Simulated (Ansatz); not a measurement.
Geometry optimisation, RKS r2SCANh-D4/cc-pVDZ (Ansatz).

Input:

```yaml
crystal:
  periodic: [false, false, false]
  atoms:
    - { symbol: Si, position_ang: [0.0, 0.0, 0.0] }
    - { symbol: H, position_ang: [0.0, 0.0, 1.46] }
    - { symbol: O, position_ang: [1.5842, 0.0, -0.5594] }
    - { symbol: H, position_ang: [1.9006, -0.9521, -0.6761] }
    - { symbol: H, position_ang: [-0.6877, 1.1914, -0.4862] }
    - { symbol: O, position_ang: [-0.7913, -1.3709, -0.5594] }
    - { symbol: H, position_ang: [-1.2459, -1.8365, 0.2129] }
basis:
  gaussian: { orbitals: cc-pVDZ }
hamiltonian:
  xc: r2scanh
  dispersion: d4
relax:
  f_tol: 0.02
  max_steps: 40
```

Command:

```bash
$ ansatz run input.yaml --threads 1 --pin off --max-ram 2048MiB --backend cpu --events-out ev --progress --plain --runs-dir out
```

Problem. Where does it end, and by what steps?

Solution. The run converged. After 10 steps the energy has fallen by 0.168 eV; O6 moved furthest, 0.33 Å.

```csv
step,energy less start (eV),largest force component (eV/Å),accepted
0,0.0000,1.895,yes
1,-0.1304,0.650,yes
2,-0.1487,0.219,yes
3,-0.1587,0.410,yes
4,-0.1635,0.094,yes
5,-0.1641,0.035,yes
6,-0.1650,0.044,yes
7,-0.1648,0.168,no
8,-0.1653,0.034,yes
9,-0.1659,0.097,yes
10,-0.1676,0.016,yes
```

```xyz
7
Properties=species:S:1:pos:R:3
Si -0.038 -0.009 -0.015
H 0.095 -0.035 1.478
O 1.473 -0.104 -0.733
H 2.034 -0.832 -0.443
H -0.610 1.253 -0.537
O -1.079 -1.242 -0.476
H -1.116 -1.999 0.118
```

Whether the end is a true minimum wasn't checked by a vibrational analysis.

The run took 37 s on 1 thread of Arm Neoverse V1, on a shared host, peak memory 0.13 GiB.
